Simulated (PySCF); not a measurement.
# C3H3NO: the cost of one run

Computed with PySCF 2.14.0 and routines of our own; the level stands in each step. Atoms count from 0.

## Step 1: The starting structure

8 atoms, charge 0, multiplicity 1; geometry from: GFN2-xTB.

## Step 2: Relaxing the molecule at PBE0/cc-pVDZ

Job settings and geometry (Å):

```
{"job": {"xc": "PBE0", "basis": "cc-pVDZ", "grid": 1, "kind": "geom"}, "charge": 0, "multiplicity": 1}
N      1.429308    -0.063989     0.139538
C      0.110513    -0.026777     0.018797
C     -0.971801     0.697582    -0.396279
C     -1.221983    -0.570483     0.158550
O     -1.921852    -1.476133     0.512502
H      1.880154    -0.868145     0.542116
H      2.005241     0.707172    -0.161951
H     -1.300523     1.610186    -0.837838
```

The run is started by

```bash
OMP_NUM_THREADS=1 python excited_run.py task.json out
```

The driver reads the jobs from task.json and runs them one after another.

**Question.** How long does this run take on 1 thread of Arm Neoverse V2, shared host?

About 11 s.
